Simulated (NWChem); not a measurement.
**P4 (SMILES P12P3P1P23): how far must the integration grid go?**

P4: 4 atoms, total charge 0, spin state singlet. SMILES: `P12P3P1P23`. The coordinates come from a PBE0-D4/def2-TZVP relaxation.

```xyz
4

P    -0.7248   -0.1000    1.1194
P     1.2949    0.1098    0.3157
P    -0.1850   -1.0917   -0.7498
P    -0.3851    1.0819   -0.6852
```

Program: NWChem 7.3.0. Method: BP86/6-311+G**. Swept: integration grid. Watched: the dipole moment. Each run: energy and properties. Hardware: 1 thread of Intel Xeon 6975P-C (Granite Rapids), shared host.

Deviations are taken from the sweep's last point, which isn't the limit.

```
integration grid  value (D)  from the best (D)  wall time
    lebedev 20 3     0.0057            +0.0057       10 s
    lebedev 35 6     0.0009            +0.0009        9 s
    lebedev 50 8     0.0009            +0.0009      7.5 s
   lebedev 75 11     0.0000             0.0000      9.3 s
   lebedev 99 14     0.0000             0.0000       11 s
  lebedev 150 18     0.0000             0.0000       18 s
```

Over the sweep the value spans 0.0057 D.
